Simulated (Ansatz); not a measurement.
Diamond-structure Ge, relaxed in Ansatz (plane waves) with several semilocal functionals. Each gives its own volume and its own bulk modulus:

| level | V0 (Å³/atom) | bulk modulus (GPa) | ln V0 | ln B0 |
|---|---|---|---|---|
| LDA | 22.204 | 71.30 | 3.1003 | 4.2669 |
| r²SCAN | 22.840 | 70.83 | 3.1285 | 4.2603 |
| PBE | 23.901 | 58.95 | 3.1739 | 4.0767 |

Task: Fit a straight line to ln B0 against ln V0. What does it predict for PBEsol, whose volume is 22.849 Å³/atom?

Result: With x = ln V0 and y = ln B0: means 3.13423 and 4.20130; Σ(Δx Δy) = -0.007507, Σ(Δx²) = 0.002758, so the slope is -2.72. At x = 3.1289 the line gives y = 4.20130 + (-2.72) × (3.1289 − 3.13423) = 4.2158, or 67.75 GPa. The run with PBEsol gives 66.87 GPa, -1.3 % from the line. The rows used scatter about it by up to 4.4 %, while the largest value lies 21 % above the smallest.

Measured: 77.3 GPa (measured, low-temperature value with the zero-point effect removed, our sources range from 77.3 to 79.4; as tabulated in Tanner et al. (2021), arXiv:2110.11888).

Ansatz's density-functional and Hartree–Fock values are scalar-relativistic unless marked +SOC, with PAW data made under PBE.

Ansatz is a quantum-chemistry and plane-wave program.
